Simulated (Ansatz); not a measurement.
# Relaxing K2Be

Level of theory: DFT PBE, scalar-relativistic, plane waves, PAW (Ansatz 0.2.0). Cutoff 420 eV, Γ-centred k mesh, Gaussian smearing, no spin polarisation in the final step.

K2Be was placed on the MoSi2 (C11b) structure type (I4/mmm, No. 139), with Be in place of Mo, K in place of Si, at a guessed volume.

```yaml
crystal:
  lattice:
    - [-1.99576, 1.99576, 4.89586]
    - [1.99576, -1.99576, 4.89586]
    - [1.99576, 1.99576, -4.89586]
  atoms:
    - { symbol: K, position: [0.66500, 0.66500, 0.00000] }
    - { symbol: K, position: [0.33500, 0.33500, 0.00000] }
    - { symbol: Be, position: [0.00000, 0.00000, 0.00000] }
```

Cell and atoms relax at zero pressure; the relaxation can't lower the symmetry of the start. After a coarse first stage the cell is made exact in the group found at 0.06 Å.

Formation energies are uncorrected and refer to the elements' standard structures at the same level.

Task: Which crystal results?

Result: It keeps I4/mmm (No. 139), but not the shape of the type it started on. Conventional cell: a = 4.122 Å, c = 15.644 Å. K has 4 Be at 3.52 Å and 5 K at 3.94–4.12 Å; Be is coordinated by 8 K at 3.52 Å and 4 Be at 4.12 Å.

```xyz
3
Lattice="-2.0609 2.0609 7.8221 2.0609 -2.0609 7.8221 2.0609 2.0609 -7.8221" Properties=species:S:1:pos:R:3 pbc="T T T"
K     0.0000    0.0000    9.7921
K     0.0000    0.0000    5.8520
Be    0.0000    0.0000    0.0000
```

Task: What are its volume, energy, density and gap?

Result: The volume per atom is 44.30 Å³. The density is 1.09 g/cm³ and the energy over the elements is 0.78 eV/atom. The gap on the 16×16×16 mesh is 0 eV (a metal).

The final run used a 16×16×16 mesh on its 3-atom cell and 0.10 eV smearing. For metals, differences of a few meV/atom aren't resolved. Symmetry constrained the relaxation, so the result can be a saddle point. The steps took about 2.5 core-minutes in all.